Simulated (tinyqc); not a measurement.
RKS/PBE in the sto-3g basis, for BH, spin multiplicity 1, step by step. One step of it, computed by the program tinyqc.

Task: Iteration 2: building the Kohn-Sham matrix. J_ij = sum D_kl (ij|kl); F = H + J + V_xc; E = tr D H + tr D J / 2 + E_xc + E_nn.

D after iteration 1:
```
            1B 1s      1B 2s     1B 2px     1B 2py     1B 2pz      2H 1s
1B 1s    2.152624  -0.566032   0.000000   0.000000   0.090764   0.011203
1B 2s   -0.566032   2.098543   0.000000   0.000000  -0.355256  -0.033511
1B 2px   0.000000   0.000000   1.918353  -0.395762   0.000000   0.000000
1B 2py   0.000000   0.000000  -0.395762   0.081647   0.000000   0.000000
1B 2pz   0.090764  -0.355256   0.000000   0.000000   0.060153   0.005667
2H 1s    0.011203  -0.033511   0.000000   0.000000   0.005667   0.000537
```

core Hamiltonian H = T + V (hartree):
```
             1B 1s      1B 2s     1B 2px     1B 2py     1B 2pz      2H 1s
1B 1s   -12.572119  -3.254940   0.000000   0.000000  -0.005922  -0.102020
1B 2s    -3.254940  -3.663368   0.000000   0.000000  -0.060327  -0.393926
1B 2px    0.000000   0.000000  -2.858024   0.000000   0.000000   0.000000
1B 2py    0.000000   0.000000   0.000000  -2.858024   0.000000   0.000000
1B 2pz   -0.005922  -0.060327   0.000000   0.000000  -2.889127  -0.460112
2H 1s    -0.102020  -0.393926   0.000000   0.000000  -0.460112  -1.721483
```

Two-electron integrals (ij|kl) in chemists' order, unique and non-zero (hartree):
```
(11|11) 2.923513   (21|11) 0.518376   (21|21) 0.109262   (22|11) 0.744229
(22|21) 0.193177   (22|22) 0.544804   (31|31) 0.020264   (32|31) 0.029996
(32|32) 0.120346   (33|11) 0.742491   (33|21) 0.193240   (33|22) 0.544682
(33|33) 0.586773   (41|41) 0.020264   (42|41) 0.029996   (42|42) 0.120346
(43|43) 0.031630   (44|11) 0.742491   (44|21) 0.193240   (44|22) 0.544682
(44|33) 0.523513   (44|44) 0.586773   (51|51) 0.020264   (52|51) 0.029996
(52|52) 0.120346   (53|53) 0.031630   (54|54) 0.031630   (55|11) 0.742491
(55|21) 0.193240   (55|22) 0.544682   (55|33) 0.523513   (55|44) 0.523513
(55|55) 0.586773   (61|11) 0.015831   (61|21) 0.003332   (61|22) 0.005936
(61|33) 0.005911   (61|44) 0.005911   (61|51) 0.000262   (61|52) 0.000485
(61|55) 0.005990   (61|61) 0.000105   (62|11) 0.061029   (62|21) 0.016218
(62|22) 0.053605   (62|33) 0.051956   (62|44) 0.051956   (62|51) 0.001749
(62|52) 0.012486   (62|55) 0.056844   (62|61) 0.000533   (62|62) 0.009477
(63|31) 0.001230   (63|32) 0.006522   (63|53) 0.002095   (63|63) 0.000759
(64|41) 0.001230   (64|42) 0.006522   (64|54) 0.002095   (64|64) 0.000759
(65|11) 0.070398   (65|21) 0.018874   (65|22) 0.065138   (65|33) 0.062163
(65|44) 0.062163   (65|51) 0.002785   (65|52) 0.019166   (65|55) 0.071010
(65|61) 0.000635   (65|62) 0.013126   (65|65) 0.018586   (66|11) 0.250970
(66|21) 0.067585   (66|22) 0.249886   (66|33) 0.240244   (66|44) 0.240244
(66|51) 0.005898   (66|52) 0.058709   (66|55) 0.268929   (66|61) 0.002202
(66|62) 0.065553   (66|65) 0.097689   (66|66) 0.774606
```

nuclear repulsion = 1.25516416 hartree

V_xc (hartree):
```
            1B 1s      1B 2s     1B 2px     1B 2py     1B 2pz      2H 1s
1B 1s   -1.895951  -0.289931   0.000000   0.000000   0.003658  -0.008812
1B 2s   -0.289931  -0.459925   0.000000   0.000000   0.030802  -0.029990
1B 2px   0.000000   0.000000  -0.510680   0.018455   0.000000   0.000000
1B 2py   0.000000   0.000000   0.018455  -0.431137   0.000000   0.000000
1B 2pz   0.003658   0.030802   0.000000   0.000000  -0.426094  -0.030186
2H 1s   -0.008812  -0.029990   0.000000   0.000000  -0.030186  -0.060543
```

E_xc = sum of w rho eps_xc = -4.51722499 hartree

Give: Coulomb J; Kohn-Sham matrix F; total energy of this density.

Result:

Coulomb J (hartree):
```
         1B 1s   1B 2s  1B 2px  1B 2py  1B 2pz  2H 1s
1B 1s    8.795   1.795   0.000   0.000  -0.018  0.055
1B 2s    1.795   3.646   0.000   0.000  -0.081  0.324
1B 2px   0.000   0.000   3.720  -0.025   0.000  0.000
1B 2py   0.000   0.000  -0.025   3.604   0.000  0.000
1B 2pz  -0.018  -0.081   0.000   0.000   3.602  0.382
2H 1s    0.055   0.324   0.000   0.000   0.382  1.441
```

Kohn-Sham matrix F (hartree):
```
         1B 1s   1B 2s  1B 2px  1B 2py  1B 2pz   2H 1s
1B 1s   -5.673  -1.750   0.000   0.000  -0.020  -0.056
1B 2s   -1.750  -0.477   0.000   0.000  -0.110  -0.100
1B 2px   0.000   0.000   0.351  -0.007   0.000   0.000
1B 2py   0.000   0.000  -0.007   0.315   0.000   0.000
1B 2pz  -0.020  -0.110   0.000   0.000   0.287  -0.109
2H 1s   -0.056  -0.100   0.000   0.000  -0.109  -0.341
```

total energy of this density = -24.02926 hartree
